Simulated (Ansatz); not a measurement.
# CH6AlN: the cost of one run

Method: RKS BLYP-D4/def2-TZVP, in Ansatz 0.2.0.

**1. Starting point**

Bond lengths: C1–N2 1.394 Å, N2–Al3 1.919 Å, C1–H4 1.067 Å, C1–H5 1.144 Å, C1–H6 1.158 Å, N2–H7 1.053 Å, Al3–H8 1.597 Å, Al3–H9 1.631 Å. Angles: C1–N2–Al3 109.6°, C1–N2–H7 108.4°, Al3–N2–H7 107.5°, N2–C1–H4 113.1°, N2–C1–H5 112.2°, N2–C1–H6 112.7°, H4–C1–H5 104.7°, H4–C1–H6 109.7°, H5–C1–H6 103.7°, N2–Al3–H8 118.7°, N2–Al3–H9 120.2°, H8–Al3–H9 120.9°.

Structure file:

```xyz
9

C    -0.3390    0.8604   -0.7334
N     0.7833    0.2320   -0.1967
Al    0.2352   -1.0340    1.1376
H    -1.0102    0.1827   -1.2121
H    -0.0638    1.6179   -1.5449
H    -0.9136    1.4922    0.0487
H     1.2627   -0.3060   -0.9645
H     0.6250   -2.5700    0.9428
H    -0.4910   -0.5215    2.5053
```

**2. Relaxing end A**

The input, input.yaml:

```yaml
crystal:
  periodic: [false, false, false]
  atoms:
    - { symbol: C, position_ang: [-0.339, 0.8604, -0.7334] }
    - { symbol: "N", position_ang: [0.7833, 0.232, -0.1967] }
    - { symbol: Al, position_ang: [0.2352, -1.034, 1.1376] }
    - { symbol: H, position_ang: [-1.0102, 0.1827, -1.2121] }
    - { symbol: H, position_ang: [-0.0638, 1.6179, -1.5449] }
    - { symbol: H, position_ang: [-0.9136, 1.4922, 0.0487] }
    - { symbol: H, position_ang: [1.2627, -0.306, -0.9645] }
    - { symbol: H, position_ang: [0.625, -2.57, 0.9428] }
    - { symbol: H, position_ang: [-0.491, -0.5215, 2.5053] }
basis:
  gaussian: { orbitals: def2-TZVP }
hamiltonian:
  xc: blyp
  dispersion: d4
relax:
  f_tol: 0.015
  max_steps: 40
output:
  orbitals: {}
```

Run with:

```
ansatz run input.yaml --threads 2 --pin off --max-ram 3072MiB --backend cpu --events-out ev --progress --plain --runs-dir out
```

Q: Estimate wall time and peak memory on 2 threads of Intel Xeon Platinum 8259CL at 2.50GHz (Skylake/Cascade Lake), shared host.

About 16 s, with a peak of 0.23 GiB.
